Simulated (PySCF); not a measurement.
Numbering as in the mapped SMILES `[F:1][CH2:2][CH2:3][F:4]`. Each H is labelled by its parent atom.

GIAO PBE0/pcSseg-1 shifts (PySCF 2.14.0 with density-fitted response routines, gas phase, non-relativistic, equivalent atoms averaged), each against references optimised in the same way as the molecule (CFCl3, TMS).

On the GFN2-xTB geometry: F1/F4 -243.2, C2/C3 88.7, H(C2)/H(C3) 4.99 ppm.

**Question.** What changes on the PBE0-D3(BJ)/def2-SVP geometry?

**Answer.** 
```json
{"atoms": "F1/F4", "δ (ppm)": "-240.7", "change": "+2.5"}
{"atoms": "C2/C3", "δ (ppm)": "84.0", "change": "-4.7"}
{"atoms": "H(C2)/H(C3)", "δ (ppm)": "4.51", "change": "-0.48"}
```

Unscaled 19F shifts against computed CFCl3 carry errors that often reach 10 to 50 ppm.

Part of each change is the reference's own: σ(CFCl3, F) goes from 170.9 to 177.2 ppm, σ(TMS, C) goes from 186.9 to 184.4 ppm, σ(TMS, H) goes from 31.72 to 31.27 ppm.

Bonds between heavy atoms that differ most (equivalent bonds averaged): C2–C3 1.522 → 1.501 Å, F1–C2 1.370 → 1.368 Å. Mean change of bonds to hydrogen: C–H +0.010 Å. The two structures also differ in conformation, which adds to the changes.
